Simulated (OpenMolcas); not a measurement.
**OpenMolcas timings: CH6B− ([BMeH3]-)**

CH6B−: 8 atoms, total charge -1, spin state singlet. As SMILES, `[H][B-]([H])([H])C`. The coordinates come from a GFN2-xTB relaxation.

| atom | x (Å) | y (Å) | z (Å) |
| --- | --- | --- | --- |
| B | -0.0021 | 0.0030 | -0.8203 |
| C | 0.0022 | -0.0029 | 0.8288 |
| H | -1.0102 | 0.0419 | 1.2453 |
| H | 0.5502 | 0.8499 | 1.2449 |
| H | 0.4697 | -0.9054 | 1.2389 |
| H | 1.1515 | -0.0352 | -1.2491 |
| H | -0.5462 | 1.0242 | -1.2403 |
| H | -0.6150 | -0.9757 | -1.2483 |

Program: OpenMolcas 26.06. Hardware: 1 thread of Arm Neoverse V2, shared host, so times are rough. Two-electron integrals are exact unless an approximation is named.

Q: Estimate their order by wall time, quickest first.
A. gradient at PBE/def2-TZVP, grid UltraFine
B. gradient at B3LYP/6-31G* (Cartesian functions), grid UltraFine
C. gradient at HF/STO-3G

A: C (1.6 s), B (14 s), A (40 s).
